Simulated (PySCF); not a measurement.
Species: CH8BN.
InChI=1S/CH8BN/c1-2-3/h2H2,1,3H3

The calculation used MP2 and CCSD/aug-cc-pVDZ in PySCF, restricted Hartree–Fock reference, frozen core, non-relativistic, gas phase, PBE0-D3(BJ)/def2-SVP geometry.

E(HF) = -121.67608 Eh.

(1) How large is the problem?

(2) What are the MP2 and CCSD correlation energies?

(3) What is the T1 diagnostic?

(4) How does correlation change the dipole moment?

## Answers

(1) 141 basis functions and 26 electrons; 3 orbitals frozen, which leaves o = 10 correlated occupied and v = 128 virtual orbitals. That is o·v = 1280 singles and o·v(o·v + 1)/2 = 819840 distinct closed-shell doubles amplitudes before symmetry; the costliest CCSD step grows as o²v⁴ = 2.7 × 10^10.

(2) MP2 -0.4616 Eh and CCSD -0.5096 Eh, which gives totals of -122.13766 and -122.18566 Eh. That is 0.693 eV for each correlated electron at CCSD (1338 kJ/mol in all, 0.417 % of the total energy); MP2 gives 90.6 % of the CCSD value.

(3) 0.0087, below the customary warning level of 0.02. It is the norm of the spatial-orbital singles amplitudes over the root of the number of correlated electrons, so the norm is 0.039.

(4) HF gives 5.16 D and CCSD (unrelaxed density) 5.08 D, a change of -0.08 D.

No triples correction and no basis-set extrapolation were made.

The job also held the EOM ionisation roots. Time: 2.1 min; peak memory 2.5 GiB. Hardware: one thread of an Arm Neoverse V2, on a shared host.
